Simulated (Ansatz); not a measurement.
# CH6Si: the cost of one run

All numbers below are computed with Ansatz 0.2.0 (RKS PBE-D4/def2-SVP).

## (1) The system as given

Bond lengths: Si1–H2 1.460 Å, Si1–H3 1.460 Å, Si1–C4 1.869 Å, C4–H5 1.110 Å, C4–H6 1.110 Å, C4–H7 1.110 Å, Si1–H8 1.459 Å. Angles: H2–Si1–H3 109.5°, H2–Si1–C4 109.5°, H2–Si1–H8 109.5°, H3–Si1–C4 109.5°, H3–Si1–H8 109.5°, C4–Si1–H8 109.5°, Si1–C4–H5 109.5°, Si1–C4–H6 109.5°, Si1–C4–H7 109.5°, H5–C4–H6 109.4°, H5–C4–H7 109.4°, H6–C4–H7 109.4°.

Coordinates:

```xyz
8

Si    0.0000    0.0000    0.0000
H     0.0000    0.0000    1.4600
H     1.3768    0.0000   -0.4862
C    -0.8808    1.5259   -0.6227
H    -1.9334    1.2723   -0.8671
H    -0.8624    2.3106    0.1622
H    -0.3704    1.9025   -1.5336
H    -0.6877   -1.1914   -0.4862
```

## (2) Preparing the start

input.yaml reads:

```yaml
crystal:
  periodic: [false, false, false]
  atoms:
    - { symbol: Si, position_ang: [0.0, 0.0, 0.0] }
    - { symbol: H, position_ang: [0.0, 0.0, 1.46] }
    - { symbol: H, position_ang: [1.3768, 0.0, -0.4862] }
    - { symbol: C, position_ang: [-0.8808, 1.5259, -0.6227] }
    - { symbol: H, position_ang: [-1.9334, 1.2723, -0.8671] }
    - { symbol: H, position_ang: [-0.8624, 2.3106, 0.1622] }
    - { symbol: H, position_ang: [-0.3704, 1.9025, -1.5336] }
    - { symbol: H, position_ang: [-0.6877, -1.1914, -0.4862] }
basis:
  gaussian: { orbitals: def2-SVP }
hamiltonian:
  xc: pbe
  dispersion: d4
relax:
  f_tol: 0.02
  max_steps: 40
```

Run with:

```console
$ ansatz run input.yaml --threads 1 --pin off --max-ram 2048MiB --backend cpu --events-out ev --progress --plain --runs-dir out
```

Q: Estimate wall time and peak memory on 1 thread of AMD EPYC 7B13 (Zen 3), shared host.

About 8.2 s, with a peak of 0.12 GiB.
